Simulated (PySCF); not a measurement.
**Structure elucidation problem**

The spectra below were simulated for a compound C6H6.

¹H NMR (300 MHz, computed): δ 7.43 (s, 6H).

¹³C{¹H} NMR (computed): δ 131.8 (CH, 6C).

PySCF 2.14.0 with density-fitted response routines calculation with shielding tensors at B97-D/pcSseg-2 (GIAO) and PBE0-D3(BJ)/def2-SVP geometry; non-relativistic Hamiltonian, fast rotation and ring inversion assumed for equivalent nuclei, a single conformation, isolated molecule.

Shifts are taken against calculated references (same method and geometry level): TMS for ¹H (σref 31.40), ¹³C (σref 179.03).

Q: What is the structure?

A: 
1. The formula gives 4 degrees of unsaturation (1 ring in the answer).
2. 1 carbon signal for 6 carbons: some carbons are equivalent by symmetry or fast rotation.
3. Carbon types of the structure: 6 × CH, which accounts for all hydrogens.
4. δC 131.8: aromatic CH; the aromatic region.
5. δH 7.43: hydrogen on an aromatic CH; aromatic region.

The compound is `c1ccccc1`.

This is the structure that produced the data.

Shifts are as computed, not scaled to solution data. Of 246 compounds with measured shifts, 49 miss one by over three times the rms of a fit or turn the order of signals round; such compounds aren't used in these exercises.
